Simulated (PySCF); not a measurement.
Compound: HBO.
SMILES with atom numbers: `[BH:1]=[O:2]` (hydrogens: H3 on B1)

Computed at PBE0/pcSseg-1 (PySCF, non-relativistic), with Q(11B) = 0.04059 b, Q(17O) = −0.0256 b: B1, 11B (I = 3/2): χzz = -4.157 MHz, η = 0.000; O2, 17O (I = 5/2): χzz = 3.670 MHz, η = 0.000.

(1) Where would the pure quadrupole (NQR) lines of 11B at B1 fall for the rigid, isolated species?

(2) Find the zero-field quadrupole resonance frequencies of 17O at O2.

Answers

(1) From ν = (|χ|/2)√(1 + η²/3): ν = 2.079 MHz (boron bonded to O and H).

(2) From the eigenvalues of H = χ/[4I(2I − 1)] × [3Iz² − I(I + 1) + η(Ix² − Iy²)], steps between neighbouring levels, labelled as for η = 0: ±1/2↔±3/2 0.550 MHz, ±3/2↔±5/2 1.101 MHz (oxygen bonded to B).

In a crystal, neighbours and librations shift these lines. Geometry: PBE0-D3(BJ)/def2-SVP; no solvent, vibrations or thermal averaging. The small basis limits the accuracy of the gradients.

The run behind these numbers computed NMR shieldings as well. Hardware: one thread, Arm Neoverse V2 (aarch64), shared host with 32 logical CPUs at a one-minute load of 21. Cost: 0.95 s wall, 0.25 GiB resident at most.
